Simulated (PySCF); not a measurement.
# Where does isoprene take a proton?

Parent: `C=CC(=C)C` (C5H8). Atom numbers as in the mapped SMILES `[CH2:1]=[CH:2][C:3](=[CH2:4])[CH3:5]`.

Computed at ωB97X-D3(BJ)/def2-TZVP // PBE0-D3(BJ)/def2-SVP with PySCF (density fitting, grid level 2). Zero-point and thermal terms (298.15 K, 1 bar) come from unscaled PBE0-D3(BJ)/def2-SVP harmonic frequencies, with soft modes damped to free rotors in the entropy.

```tsv
site	product	PA / kcal/mol	GB / kcal/mol	gas share	above best in benzonitrile / kcal/mol
C4 (alkene carbon)	[CH2+]C=C(C)C	203.2	196.6	> 99.9 %	0.00
C1 (alkene carbon)	C=C(C)[CH+]C	197.2	190.7	< 0.1 %	5.25
```

PA is −ΔH and GB is −ΔG of B + H⁺ → BH⁺ in the gas phase. Shares are Boltzmann weights among the listed products; an error of 10 kJ/mol changes a ratio about 56-fold. Sites whose products fell apart, merged with another or lost in a GFN2-xTB screen aren't listed. Values in solvent are IEF-PCM free energies relative to the most favourable product.

Among these, C4 (alkene carbon) wins by 5.9 kcal/mol in gas-phase free energy over C1.

In benzonitrile the product from C4 is solvated 52.2 kcal/mol more strongly than the parent (electrostatics only).

Gas-phase basicity (−ΔG): the gap is larger than usual, and may come from another state, site, conformer or species, from the functional or basis, or from an outlying measurement.

Measured values (NIST Chemistry WebBook, evaluated or the median of agreeing entries): proton affinity (−ΔH) 826 kJ/mol (computed 850, difference 24); gas-phase basicity (−ΔG) 797 kJ/mol (computed 823, difference 25). These are compared with the most favourable site that keeps the skeleton.

Run with `OMP_NUM_THREADS=1 python redox_run.py task.json out` on 1 thread of Arm Neoverse V1, a shared host. Structures, frequencies and single points: 12 min of wall time.

Differences come from unrounded values, so a last digit can differ from that of the printed terms.
